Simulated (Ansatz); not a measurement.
Elastic constant C11 of 2H-SiC at several levels of theory

No measured value is used here.

```tsv
level (code)	value (GPa)	cell (Å³/atom)
LDA (Ansatz)	522	10.14
PBE (Ansatz)	[?]	10.50
r²SCAN (Ansatz)	533	10.34
```

Task: Complete the blanks.

Result: 
- PBE (Ansatz, an electronic-structure program), value (GPa): 493

Each level is taken at its own relaxed cell. Cutoffs differ between the levels. Ansatz's density-functional and Hartree–Fock values are scalar-relativistic unless marked +SOC, with PAW data made under PBE.
